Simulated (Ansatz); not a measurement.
Input file for `B1BC1`:

```yaml
crystal:
  periodic: [false, false, false]
  atoms:
    - {symbol: B, position_ang: [-0.914352, -0.336970, -0.412780]}
    - {symbol: B, position_ang: [0.409269, 0.367306, -0.775811]}
    - {symbol: C, position_ang: [0.038918, -0.166918, 0.682190]}
    - {symbol: H, position_ang: [-1.989905, -0.804642, -0.538623]}
    - {symbol: H, position_ang: [1.348716, 0.920218, -1.246942]}
    - {symbol: H, position_ang: [0.119719, -0.392680, 1.741637]}
    - {symbol: H, position_ang: [1.048837, 0.345686, 0.504530]}
basis:
  gaussian: {orbitals: def2-TZVPP}
correlation: {method: ccsd_t}
output: {orbitals: {seedname: orbitals}}
```

```sh
$ ansatz run in.yaml --threads 2 --pin off --events-out ev --progress --plain --max-ram 4352MiB
```

Log, shortened:

```
Functional definition: HF
868 factors; integrals over basis functions are off by at most 1.0e-3 eV
mean field evaluation 1: about -2432.6263 eV, gradient 2.9e1 eV
mean field evaluation 2: about -2432.6300 eV, gradient 2.9e1 eV
mean field evaluation 4: about -2435.1519 eV, gradient 3.2e0 eV
mean field evaluation 8: about -2435.1893 eV, gradient 9.1e-5 eV
mean field -2435.18928314 eV, -89.4915555247 hartree, gradient 1.8e-6 eV, S^2 0.000000; 0 other end points of the search recorded, 0 dependent functions left out
3 core orbitals not correlated: weight in the atoms' cores, before any rotation towards them, 1.000 or more for the frozen orbitals, at most 0.000 for the correlated occupied ones
reference -2435.18928314 eV, -89.4915555247 hartree; 7, 7 occupied and 139, 139 virtual orbitals, 868 factors
second order -10.27573695 eV of doubles, -0.00000000 eV of singles
cycle   1  -10.65008033 eV  change   -3.7e-1 eV  update   7.2e-2
cycle   2  -10.94134699 eV  change   -2.9e-1 eV  update   2.1e-2
cycle   3  -10.98792373 eV  change   -4.7e-2 eV  update   9.2e-3
cycle   4  -10.98432837 eV  change    3.6e-3 eV  update   2.4e-3
cycle   5  -10.98446597 eV  change   -1.4e-4 eV  update   9.2e-4
cycle   6  -10.98437290 eV  change    9.3e-5 eV  update   2.8e-4
cycle   7  -10.98432223 eV  change    5.1e-5 eV  update   9.5e-5
cycle   8  -10.98434024 eV  change   -1.8e-5 eV  update   3.1e-5
cycle   9  -10.98433502 eV  change    5.2e-6 eV  update   7.5e-6
perturbative correction -0.53179001 eV, -0.0195429223 hartree
Total energy: -2446.70540816 eV, -89.9147653135 hartree
```

It took 7 s on 2 threads of an AMD EPYC 9B14 on a shared host, with 0.97 GiB of host memory at the peak.

Correlation energy per correlated electron: -0.823 eV. T1 diagnostic: 0.0117.
